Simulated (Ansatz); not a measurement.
# SiH3+ (triplet): wave-function methods side by side, cc-pVDZ

Aim: climb from Hartree-Fock through coupled cluster and multireference methods for SiH3+ (triplet) at one geometry and basis, and see what each rung misses.

Computed with Ansatz 0.2.0, Gaussian basis. Level: cc-pVDZ, core rule «outside noble gas», up to 5 orbitals frozen.

To be run: UHF; CCSD(T) on ROHF; CCSD(T) on UHF; BCCD(T) on ROHF; CISD; CCSDT(Q) on ROHF; CCSDT(Q) on UHF; CASSCF and MRCISD+Q, 6 electrons in 7 orbitals; CASSCF and NEVPT2, 6 electrons in 7 orbitals; Full CI.

17 further runs of the same task are left out: 2 for a known fault of the program, 6 that didn't finish, 9 set aside as unsound or not needed.

## 1. The system

The geometry is a PBE0/def2-TZVP stationary point (not a proven minimum) of the parent state, kept for this charge and spin.

4 atoms, charge 1, spin multiplicity 3.

Atoms are counted from 1 here; the program's logs count them from 0.

Bond lengths: Si1–H2 1.486 Å, Si1–H3 1.486 Å, Si1–H4 1.486 Å. Angles: H2–Si1–H3 111.3°, H2–Si1–H4 111.3°, H3–Si1–H4 111.3°.

## 2. UHF

The input, in.yaml:

```yaml
crystal:
  periodic: [false, false, false]
  atoms:
    - {symbol: Si, position_ang: [0.000090, -0.000062, -0.043737]}
    - {symbol: H, position_ang: [1.415348, 0.014593, 0.409118]}
    - {symbol: H, position_ang: [-0.721058, 1.220018, 0.403029]}
    - {symbol: H, position_ang: [-0.696788, -1.232882, 0.406559]}
basis:
  gaussian: {orbitals: cc-pVDZ}
total_charge: 1
magnetization: {spin_polarized: true, initial_magnetization: 2}
hamiltonian: {xc: hf}
output: {orbitals: {seedname: orbitals}}
```

Started as:

```sh
ansatz run in.yaml --threads 1 --pin off --events-out ev --progress --plain --max-ram 2393MiB
```

The runs that follow: CCSD(T) on ROHF; CCSD(T) on UHF; BCCD(T) on ROHF; CISD; CCSDT(Q) on ROHF; CCSDT(Q) on UHF; CASSCF and MRCISD+Q, 6 electrons in 7 orbitals; CASSCF and NEVPT2, 6 electrons in 7 orbitals; Full CI.

Before running them: what should the planned runs give, taken together? Wanted: FCI below the RHF energy; RMP2 from FCI; UMP2 from FCI; RCCSD from FCI; RCCSD(T) from FCI; UCCSD(T) from FCI; RCCSDT(Q) from FCI; UCCSDT(Q) from FCI; NEVPT2 valence from FCI.

As calculated:

```
                         quantity                                                                                value
         FCI below the RHF energy                                                                           -2.8893 eV
                    RMP2 from FCI                                                                           +792.7 meV
                    UMP2 from FCI                                                                           +844.8 meV
                   RCCSD from FCI                                                                            +92.5 meV
                RCCSD(T) from FCI                                                                            +23.9 meV
                UCCSD(T) from FCI                                                                            +23.5 meV
               RCCSDT(Q) from FCI                                                                             +0.5 meV
               UCCSDT(Q) from FCI                                                                             +0.2 meV
          NEVPT2 valence from FCI                                                                           +481.2 meV
        MRCISD+Q valence from FCI                                                                            +14.5 meV
levels within 1 kcal/mol (43 meV)  RCCSD(T), UCCSD(T), BCCD(T), RCCSDT, UCCSDT, RCCSDT(Q), UCCSDT(Q), MRCISD+Q valence
                    T1 diagnostic                                                                                0.027
   effectively unpaired electrons                                                                                 2.04
```

**Reading.** RCCSD(T) misses by +23.9 meV, 0.8 % of the correlation energy. One determinant dominates. Of the multireference levels listed MRCISD+Q valence comes nearest in total energy (+14.5 meV), which doesn't show that its space is the better one. Coupled cluster took another determinant than the lowest Hartree-Fock one. These misses are within one basis, not against nature; the frozen cores of restricted and unrestricted runs differ, which can shift their rows.
